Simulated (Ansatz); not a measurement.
## Abstraction of F: HOF + C4H7 → OH + C4H7F

Gas-phase species: HOF `OF`, singlet; C4H7 (cyclobutyl radical) `[CH]1CCC1`, doublet; OH, doublet; C4H7F `FC1CCC1`, singlet. A radical takes F: the energy is the difference in strength between the O–F bond broken and the C–F bond made.

Shapes, held fixed at every level: PBE0-D4/def2-TZVP. Programs: Ansatz 0.2.0. The zero-point and thermal change to 298 K, harmonic and unscaled (PBE0-D4/def2-TZVP), is +5.0 kJ/mol.

```tsv
level	kind	ΔH(298 K) (kJ/mol)	less CCSD(T)/CBS estimate
HF/def2-TZVPP	Hartree–Fock	-364.9	-76.4
r2SCAN-D4/def2-TZVPP	meta-GGA	-268.6	+19.9
PBE0-D4/def2-TZVPP	global hybrid	-277.6	+10.9
wB97M-V/def2-TZVPP	range-separated hybrid	-284.1	+4.4
CCSD/def2-SVP	coupled cluster or CI	-299.1	-10.6
CCSD(T)/def2-TZVPP	coupled cluster or CI	-290.1	-1.6
CCSD/def2-TZVPP	coupled cluster or CI	-299.3	-10.8
CCSD(T)/CBS estimate	coupled cluster or CI	-288.5	0.0
```

The highest level, CCSD(T)/CBS estimate, gives ΔH(298 K) = -288.5 kJ/mol; the levels span -364.9 to -268.6. The column of differences is taken from that level and isn't an error. No measured value is set beside it here. Open shells run unrestricted. The CBS estimate extrapolates MP2 from def2-TZVPP and def2-QZVPP and adds CCSD(T) − MP2 in the triple-zeta set, cores frozen.
